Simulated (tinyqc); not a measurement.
ROHF in the sto-3g basis, for CH, spin multiplicity 4, step by step. One step of it, computed by the program tinyqc.

Question. Iteration 3: building the Fock matrix. J_ij = sum D_kl (ij|kl) with D = D(alpha) + D(beta), K_ij = sum D_kl (ik|jl) for each spin; F = H + J - K(s); E = tr D H + tr D J / 2 - 0.5 sum_s tr D(s) K(s) + E_nn.

D(alpha) after iteration 2, order 1C 1s, 1C 2s, 1C 2px, 1C 2py, 1C 2pz, 2H 1s:
$$\begin{pmatrix}
1.065492 & -0.263840 & 0.000000 & 0.000000 & 0.015631 & -0.000052 \\
-0.263840 & 1.063169 & 0.000000 & 0.000000 & -0.066378 & -0.012361 \\
0.000000 & 0.000000 & 1.000000 & 0.000000 & 0.000000 & 0.000000 \\
0.000000 & 0.000000 & 0.000000 & 1.000000 & 0.000000 & 0.000000 \\
0.015631 & -0.066378 & 0.000000 & 0.000000 & 0.458498 & 0.451094 \\
-0.000052 & -0.012361 & 0.000000 & 0.000000 & 0.451094 & 0.446475
\end{pmatrix}$$

D(beta) after iteration 2, order 1C 1s, 1C 2s, 1C 2px, 1C 2py, 1C 2pz, 2H 1s:
$$\begin{pmatrix}
1.063828 & -0.257213 & 0.000000 & 0.000000 & -0.011938 & -0.027044 \\
-0.257213 & 1.036779 & 0.000000 & 0.000000 & 0.043404 & 0.095120 \\
0.000000 & 0.000000 & 0.000000 & 0.000000 & 0.000000 & 0.000000 \\
0.000000 & 0.000000 & 0.000000 & 0.000000 & 0.000000 & 0.000000 \\
-0.011938 & 0.043404 & 0.000000 & 0.000000 & 0.001818 & 0.003986 \\
-0.027044 & 0.095120 & 0.000000 & 0.000000 & 0.003986 & 0.008739
\end{pmatrix}$$

core Hamiltonian H = T + V (hartree), order 1C 1s, 1C 2s, 1C 2px, 1C 2py, 1C 2pz, 2H 1s:
$$\begin{pmatrix}
-17.998282 & -4.336897 & 0.000000 & 0.000000 & -0.004025 & -0.077969 \\
-4.336897 & -4.954171 & 0.000000 & 0.000000 & -0.046958 & -0.302591 \\
0.000000 & 0.000000 & -3.900417 & 0.000000 & 0.000000 & 0.000000 \\
0.000000 & 0.000000 & 0.000000 & -3.900417 & 0.000000 & 0.000000 \\
-0.004025 & -0.046958 & 0.000000 & 0.000000 & -3.920583 & -0.343382 \\
-0.077969 & -0.302591 & 0.000000 & 0.000000 & -0.343382 & -1.886412
\end{pmatrix}$$

Two-electron integrals (ij|kl) in chemists' order, unique and non-zero (hartree):
```
(11|11) 3.541948   (21|11) 0.576921   (21|21) 0.111888   (22|11) 0.854682
(22|21) 0.205284   (22|22) 0.624709   (31|31) 0.020296   (32|31) 0.030858
(32|32) 0.137996   (33|11) 0.852436   (33|21) 0.205335   (33|22) 0.624568
(33|33) 0.672833   (41|41) 0.020296   (42|41) 0.030858   (42|42) 0.137996
(43|43) 0.036269   (44|11) 0.852436   (44|21) 0.205335   (44|22) 0.624568
(44|33) 0.600295   (44|44) 0.672833   (51|51) 0.020296   (52|51) 0.030858
(52|52) 0.137996   (53|53) 0.036269   (54|54) 0.036269   (55|11) 0.852436
(55|21) 0.205335   (55|22) 0.624568   (55|33) 0.600295   (55|44) 0.600295
(55|55) 0.672833   (61|11) 0.010205   (61|21) 0.001973   (61|22) 0.003633
(61|33) 0.003622   (61|44) 0.003622   (61|51) 0.000135   (61|52) 0.000255
(61|55) 0.003657   (61|61) 0.000036   (62|11) 0.041051   (62|21) 0.010074
(62|22) 0.036146   (62|33) 0.035209   (62|44) 0.035209   (62|51) 0.000960
(62|52) 0.007847   (62|55) 0.037980   (62|61) 0.000188   (62|62) 0.003653
(63|31) 0.000762   (63|32) 0.004646   (63|53) 0.001397   (63|63) 0.000333
(64|41) 0.000762   (64|42) 0.004646   (64|54) 0.001397   (64|64) 0.000333
(65|11) 0.046074   (65|21) 0.011401   (65|22) 0.042867   (65|33) 0.041111
(65|44) 0.041111   (65|51) 0.001559   (65|52) 0.012149   (65|55) 0.046331
(65|61) 0.000217   (65|62) 0.005007   (65|65) 0.007068   (66|11) 0.236635
(66|21) 0.058769   (66|22) 0.236300   (66|33) 0.229826   (66|44) 0.229826
(66|51) 0.004017   (66|52) 0.046396   (66|55) 0.249163   (66|61) 0.001082
(66|62) 0.035750   (66|65) 0.054334   (66|66) 0.774606
```

nuclear repulsion = 1.41997463 hartree

Give: Coulomb J; exchange K(alpha); exchange K(beta); F(alpha); F(beta); total energy of this density.

Answer.

Coulomb J (hartree), order 1C 1s, 1C 2s, 1C 2px, 1C 2py, 1C 2pz, 2H 1s:
$$\begin{pmatrix}
10.9887 & 2.0868 & 0.0000 & 0.0000 & 0.0021 & 0.0369 \\
2.0868 & 4.6068 & 0.0000 & 0.0000 & 0.0273 & 0.2618 \\
0.0000 & 0.0000 & 4.6098 & 0.0000 & 0.0000 & 0.0000 \\
0.0000 & 0.0000 & 0.0000 & 4.6098 & 0.0000 & 0.0000 \\
0.0021 & 0.0273 & 0.0000 & 0.0000 & 4.5847 & 0.3112 \\
0.0369 & 0.2618 & 0.0000 & 0.0000 & 0.3112 & 1.9190
\end{pmatrix}$$

exchange K(alpha) (hartree), order 1C 1s, 1C 2s, 1C 2px, 1C 2py, 1C 2pz, 2H 1s:
$$\begin{pmatrix}
3.6384 & 0.6543 & 0.0000 & 0.0000 & 0.0003 & 0.0140 \\
0.6543 & 1.0221 & 0.0000 & 0.0000 & -0.0227 & 0.0848 \\
0.0000 & 0.0000 & 0.8791 & 0.0000 & 0.0000 & 0.0000 \\
0.0000 & 0.0000 & 0.0000 & 0.8791 & 0.0000 & 0.0000 \\
0.0003 & -0.0227 & 0.0000 & 0.0000 & 0.5777 & 0.1682 \\
0.0140 & 0.0848 & 0.0000 & 0.0000 & 0.1682 & 0.4010
\end{pmatrix}$$

exchange K(beta) (hartree), order 1C 1s, 1C 2s, 1C 2px, 1C 2py, 1C 2pz, 2H 1s:
$$\begin{pmatrix}
3.5871 & 0.5782 & 0.0000 & 0.0000 & -0.0003 & 0.0095 \\
0.5782 & 0.6678 & 0.0000 & 0.0000 & 0.0350 & 0.0599 \\
0.0000 & 0.0000 & 0.1497 & 0.0000 & 0.0000 & 0.0000 \\
0.0000 & 0.0000 & 0.0000 & 0.1497 & 0.0000 & 0.0000 \\
-0.0003 & 0.0350 & 0.0000 & 0.0000 & 0.1527 & 0.0164 \\
0.0095 & 0.0599 & 0.0000 & 0.0000 & 0.0164 & 0.0181
\end{pmatrix}$$

F(alpha) (hartree), order 1C 1s, 1C 2s, 1C 2px, 1C 2py, 1C 2pz, 2H 1s:
$$\begin{pmatrix}
-10.6480 & -2.9043 & 0.0000 & 0.0000 & -0.0022 & -0.0551 \\
-2.9043 & -1.3695 & 0.0000 & 0.0000 & 0.0031 & -0.1256 \\
0.0000 & 0.0000 & -0.1697 & 0.0000 & 0.0000 & 0.0000 \\
0.0000 & 0.0000 & 0.0000 & -0.1697 & 0.0000 & 0.0000 \\
-0.0022 & 0.0031 & 0.0000 & 0.0000 & 0.0864 & -0.2003 \\
-0.0551 & -0.1256 & 0.0000 & 0.0000 & -0.2003 & -0.3684
\end{pmatrix}$$

F(beta) (hartree), order 1C 1s, 1C 2s, 1C 2px, 1C 2py, 1C 2pz, 2H 1s:
$$\begin{pmatrix}
-10.5967 & -2.8282 & 0.0000 & 0.0000 & -0.0016 & -0.0505 \\
-2.8282 & -1.0151 & 0.0000 & 0.0000 & -0.0546 & -0.1007 \\
0.0000 & 0.0000 & 0.5597 & 0.0000 & 0.0000 & 0.0000 \\
0.0000 & 0.0000 & 0.0000 & 0.5597 & 0.0000 & 0.0000 \\
-0.0016 & -0.0546 & 0.0000 & 0.0000 & 0.5114 & -0.0486 \\
-0.0505 & -0.1007 & 0.0000 & 0.0000 & -0.0486 & 0.0145
\end{pmatrix}$$

total energy of this density = -37.495480 hartree
